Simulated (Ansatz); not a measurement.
# Cd₃Cl₂: from a trial structure to a relaxed crystal

Method: DFT PBE, scalar-relativistic, plane waves, PAW in Ansatz 0.2.0. Cutoff 420 eV, Γ-centred k mesh, Gaussian smearing, no spin polarisation in the final step.

Cd₃Cl₂ was placed on the anti-corundum structure type (R-3c, No. 167), with Cl in place of Al, Cd in place of O, at a guessed volume.

```
Cd Cl
1.0
     3.41540    1.97188    6.21655
    -3.41540    1.97188    6.21655
     0.00000   -3.94377    6.21655
Cd Cl
6 4
Direct
  0.05625 0.44375 0.75000
  0.75000 0.05625 0.44375
  0.44375 0.75000 0.05625
  0.94375 0.55625 0.25000
  0.25000 0.94375 0.55625
  0.55625 0.25000 0.94375
  0.85218 0.85218 0.85218
  0.64782 0.64782 0.64782
  0.14782 0.14782 0.14782
  0.35218 0.35218 0.35218
```

Cell and atoms relax at zero pressure; the relaxation can't lower the symmetry of the start. After a coarse first stage the cell is made exact in the group found at 0.06 Å.

The zero of energy is the elements' standard structures at the same level (Cl₂ as a molecule); no fitted shifts are applied.

Question: Which crystal results?

Answer: It keeps R-3c (No. 167), but not the shape of the type it started on. Conventional cell: a = 8.188 Å, c = 15.347 Å. Cd is coordinated by 2 Cl at 2.91 Å and 2 Cl at 3.15 Å; around Cl lie 3 Cd at 2.91 Å and 3 Cd at 3.15 Å.

```
Cd Cl
1.0
     4.09418    2.36377    5.11570
    -4.09418    2.36377    5.11570
     0.00000   -4.72755    5.11570
Cd Cl
6 4
Direct
  0.06116 0.43884 0.75000
  0.75000 0.06116 0.43884
  0.43884 0.75000 0.06116
  0.93884 0.56116 0.25000
  0.25000 0.93884 0.56116
  0.56116 0.25000 0.93884
  0.87034 0.87034 0.87034
  0.62966 0.62966 0.62966
  0.12966 0.12966 0.12966
  0.37034 0.37034 0.37034
```

Question: What are its volume, energy, density and gap?

Answer: The volume per atom is 29.70 Å³, the density is 4.56 g/cm³ and the energy over the elements is -0.16 eV/atom. The gap on the 6×6×6 mesh is 0 eV (a metal).

The final run used a 6×6×6 mesh on its 10-atom cell and 0.10 eV smearing. For metals, differences of a few meV/atom aren't resolved. A structure relaxed within its symmetry needn't be a true minimum.

Cost: 3 runs of about 6.3 core-minutes in all, on Arm Neoverse V2 (shared hosts).